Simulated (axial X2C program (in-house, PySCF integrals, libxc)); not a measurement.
# OC⁺: bond curves with and without spin–orbit coupling

Aim: find the lowest determinant of OC⁺, scan the bond at several levels and fit the constants, once spin-free and once with spin–orbit coupling.

Computed with an in-house X2C program for linear molecules on PySCF integrals. Level: all-electron X2C, O dyall-av3z, C dyall-v3z.

All values are calculated.

## (1) The job

Contents of task.json:

```json
{"zs": [8, 6], "q": 1, "bas": ["dyall-av3z", "dyall-v3z"], "levels": ["PBE0", "HF", "TPSSh"], "cc": true, "r0": 1.24, "thr": -2.0, "nmax": 90, "npts": 10, "nst": 2, "ntry": 6}
```

Keys: zs atomic numbers; q charge; bas basis sets; levels methods (HF also brings MP2); cc coupled cluster on or off; r0 starting distance in Å; thr threshold in hartree for freezing inner shells (an s shell follows its p shell); nmax most natural virtual spinors; npts points asked for on the curve; nst determinants followed; ntry starts of the search.

On the command line:

```bash
$ python so2c.py task.json out
```

Spin-free means the one-electron spin-free X2C Hamiltonian; two-component (2c) means X2C with spin–orbit coupling and atomic mean-field two-electron Coulomb and Gaunt terms. Basis: O dyall-av3z contracted to [7s6p3d2f], C dyall-v3z contracted to [7s6p2d1f]; Gaussian nuclei, density fitting. Masses: O 15.995 u, C 12.000 u.

Notation: σ, π±, δ± give the projection m of an orbital's angular momentum (0, ±1, ±2), α and β its spin, Λ and M_S the sums; ω is the projection of a spinor's total angular momentum and Ω the sum. Logs are in hartree.

The runs that follow: PBE0, spin-free; HF, spin-free; TPSSh, spin-free; Correlated methods, spin-free; PBE0, 2c; HF, 2c; TPSSh, 2c; Correlated methods, 2c.

**Question.** What will these runs give? Wanted: for each run, Hamiltonian; Re; ωe; De; μ.

The runs gave:

Lowest determinant that the search found at its distance, spin-free: M_S = 1/2, Λ = 0 (beyond closed shells: σα).

Lowest determinant that the search found at its distance, 2c: Ω = 1/2 (excess of +ω over −ω: ω = 1/2).

```csv
Hamiltonian,level,Re (Å),ωe (cm⁻¹),De (eV),μ (D)
spin-free,PBE0,1.106,2331,8.59,2.74
spin-free,HF,1.087,2406,5.36,3.03
spin-free,CCSD,1.109,2355,7.76,n/a
spin-free,CCSD(T),1.114,2352,8.07,n/a
spin-free,TPSSh,1.114,2255,8.35,2.64
2c,PBE0,1.106,2330,8.59,2.74
2c,HF,1.087,2406,5.36,3.03
2c,CCSD,1.109,2355,7.76,n/a
2c,CCSD(T),1.114,2352,8.06,n/a
2c,TPSSh,1.114,2255,8.35,2.64
```

Dipoles are positive if C is the positive end and refer to the centre of mass. No constants: spin-free MP2 (the reference is strongly spin-contaminated); 2c MP2 (the reference is strongly spin-contaminated). Spin-free ⟨S²⟩ is off its pure value at HF 0.91.

In words: At CCSD(T), going from spin-free to two-component changes Re by 0 mÅ, ωe by 0.0 %; the spin-free picture holds up (part of it comes from the scalar share of the two-electron terms). De moves by 0.00 eV; both De rest on single-determinant atoms, which can miss part of an open shell's spin–orbit lowering.

De refers to O + C+, each in the lowest determinant found, which need not be this curve's own limit. The state is a single determinant with fixed occupations, the lowest that a limited PBE0 search found. Dissociation energies refer to the lowest single-determinant-based atoms at the same level and basis. Density functionals use the spin component along the axis (collinear). Coupled cluster ran in a truncated set of natural virtual spinors; the MP2 energy of the rest was added. The meta-GGAs lack a current-density term, which matters for open shells with orbital currents, atoms included. The spin-free determinant is spin-contaminated at some levels. T1 at Re is 0.047 (Lee–Taylor), above the customary mark of 0.02.
